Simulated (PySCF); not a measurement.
Lithium: a sound run and one with changed settings

Sound run: Li [He] 2s1, Li⁺ 1s2. Calculation: PySCF 2.14, in aug-cc-pVDZ-DK (4s3p2d, 23 functions); scalar relativity by spin-free X2C-1e. The sound run starts from symmetry-adapted Hartree-Fock orbitals and uses a fine grid where one is needed.

Changed run: radial step 0.3 in ln r (0.13 in the sound run). This setting is unsound on purpose.

| species | method | sound run (hartree) | changed run (hartree) | converged |
| --- | --- | --- | --- | --- |
| Li | UHF | -7.43310 | -7.43310 | yes |
| Li | M06-L | -7.48611 | -7.48765 | yes |
| Li | TPSS | -7.48879 | -7.48865 | yes |
| Li⁺ | UHF | -7.23678 | -7.23678 | yes |
| Li⁺ | M06-L | -7.30091 | -7.30113 | yes |
| Li⁺ | TPSS | -7.28674 | -7.28673 | yes |

Ionisation energy of Li:

| method | sound run (eV) | changed run (eV) |
| --- | --- | --- |
| UHF | 5.342 | 5.342 |
| M06-L | 5.039 | 5.076 |
| TPSS | 5.498 | 5.494 |

A coarse radial grid mis-integrates the density and the exchange-correlation energy, with errors of either sign; Hartree-Fock needs no grid.

For comparison, NIST gives 5.392 eV between the lowest levels.
